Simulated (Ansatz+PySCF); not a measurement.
# singlet HF: levels of theory in one basis

| atom | x (Å) | y (Å) | z (Å) |
| --- | --- | --- | --- |
| H | 0.0000 | 0.0000 | -1.4079 |
| F | 0.0000 | 0.0000 | 0.1564 |

Basis set: 6-31G (spherical functions). Frozen core: 1 orbital. Charge 0, multiplicity 1.

Computed with Ansatz (development build ahead of 0.2.0); each method stands on the lowest determinant of its kind that the runs found.

```csv
method,E − E(RHF) (eV),<S²> of the determinant
RHF,0.00,0.00
UHF,-0.96,0.67
UHF-MP2,-3.62,0.67
RHF-CCSD,-4.68,–
RHF-CCSD(T),-4.76,–
UHF-CCSD(T),-4.74,0.67
full CI (lowest root of this spin),-4.78,–
```

Q: What does RHF-MP2 give on the same scale?

A: -4.40 eV.

At such a shape the full CI root can have another spatial symmetry than the determinants, so the rows needn't describe one state.

Q: Is a single determinant a sound starting point here?

A: It is doubtful. Unrestricted orbitals lower Hartree–Fock by 0.96 eV and <S²> is 0.67 where a pure state has 0.00, a sign of strong static correlation.

Caution for RHF, RHF-MP2, RHF-CCSD, RHF-CCSD(T): an unrestricted determinant lies well below. Caution for UHF, UHF-MP2, UHF-CCSD(T): the unrestricted determinant is spin contaminated. Caution for RHF-MP2, UHF-MP2, RHF-CCSD, RHF-CCSD(T), UHF-CCSD(T): large amplitudes, a single reference is doubtful. Caution for UHF-MP2, UHF-CCSD(T): a plain start can end on a higher determinant. Caution for UHF-MP2: another reference gives a lower total.
